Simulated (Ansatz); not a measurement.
Two shapes of triplet C₄H₆.

Shape 1:

```xyz
10

C     0.0000    0.0000    0.0000
C     1.4100    0.0000    0.0000
C    -0.7050    1.2211    0.0000
C    -0.7050   -1.2211    0.0000
H     1.9714   -0.9343    0.0000
H     1.9714    0.9343    0.0000
H    -1.7948    1.2401    0.0000
H    -0.1766    2.1744    0.0000
H    -1.7948   -1.2401    0.0000
H    -0.1766   -2.1744    0.0000
```

Shape 2:

```xyz
10

C    -0.0408    0.0151   -0.0246
C     1.4387   -0.0270   -0.0308
C    -0.7454    1.2037    0.0238
C    -0.6602   -1.2123   -0.0203
H     1.9913   -0.9507    0.0428
H     1.9879    0.9704    0.0304
H    -1.8067    1.2045    0.0330
H    -0.1283    2.1696   -0.0123
H    -1.7772   -1.2727   -0.0336
H    -0.2085   -2.2120    0.0083
```

Basis set: cc-pVDZ (spherical functions). Correlated methods keep 4 orbitals frozen. Charge 0, multiplicity 3.

Computed with Ansatz (development build ahead of 0.2.0); each method stands on the lowest determinant of its kind that the runs found.

Q: Which shape is lower in energy, and by how much in each method?

A:

```json
{"method": "UHF", "E(2) − E(1) (eV)": "0.386"}
{"method": "UHF-MP2", "E(2) − E(1) (eV)": "0.334"}
```

Shape 1 is lower. Caution: the unrestricted determinant is spin contaminated.
